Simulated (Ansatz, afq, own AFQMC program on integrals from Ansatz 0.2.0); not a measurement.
# C$_{2}$H$_{9}$GeOSi, doublet in def2-SVP, levels against AFQMC with the constraint released

```xyz
14

C    -1.9547    1.6999   -0.3158
O    -0.8544    0.8372   -0.2805
Si   -0.8869   -0.7927    0.0991
C     0.8529   -1.4109   -0.2227
Ge    2.2462   -0.1038    0.2371
H    -2.7751    1.3040   -0.9435
H    -2.3593    1.8925    0.6945
H    -1.6355    2.6634   -0.7424
H    -1.9191   -1.4767   -0.7649
H     0.9622   -1.6693   -1.2905
H     1.0338   -2.3314    0.3557
H     1.9915    0.4787    1.6400
H     3.6150   -0.8174    0.2472
H     2.2868    1.0334   -0.7953
```

Basis def2-SVP. Only valence electrons are correlated. AFQMC by an in-house program on the Cholesky factors that Ansatz 0.2.0 writes for its CCSD(T) run. ph-AFQMC/CISD is guided by a CISD state made of CCSD amplitudes; releasing the constraint for a short imaginary time cuts its bias at the price of noise, slowly where states lie close. ± is one standard error of the sampling. No spin–orbit coupling.

Determinant: UHF, the one that the program's search chose, which needn't be the lowest solution. The geometry is a PBE0/def2-SVP stationary point of this or a neighbouring charge and spin state.

No full CI on the walks' own integrals is used here. The released AFQMC energy serves as the reference, which it does only where one determinant dominates, the energy is flat over the last release times and near the phaseless one (40 meV or 2 meV an electron, half that with transition metals). On small molecules, where full CI could be run and the noise was under 10 meV, such values lay within 10 meV of it in 19 cases of 20, a flattering rate, since the rule was set on those same cases; what remains of the bias isn't in the error bar.

Cautions: no relativity below Rb; no spin-orbit coupling; inner d shell frozen; the released value is read at 0.90 1/Eh with a noise of 23 meV, more than in the cases checked (meV from the phaseless value at times in 1/Eh: -37 ± 25 at 0.21, -35 ± 8 at 0.42, -39 ± 9 at 0.63, -54 ± 23 at 0.90).

```
T1 diagnostic                               : 0.0131
weight of the determinant in the CISD state : 0.767
⟨S²⟩ of the determinant                     : 0.753
size of the correlated space                : 31 electrons in 115 orbitals
```

Reference: AFQMC with the constraint released, correlation energy -20.207 ± 0.023 eV.

```json
{"level": "HF", "E − E(reference) (mEh)": "742.59 ± 0.85", "share of correlation (%)": "0.00"}
{"level": "MP2", "E − E(reference) (mEh)": "91.35 ± 0.85", "share of correlation (%)": "87.70"}
{"level": "CCSD", "E − E(reference) (mEh)": "24.01 ± 0.85", "share of correlation (%)": "96.77"}
{"level": "CCSD(T)", "E − E(reference) (mEh)": "4.44 ± 0.85", "share of correlation (%)": "99.40"}
{"level": "ph-AFQMC/CISD", "E − E(reference) (mEh)": "1.97 ± 1.06", "share of correlation (%)": "99.74"}
```

Released energies are given only where the last usable release times agree within the noise; a slower fall can still hide under it.
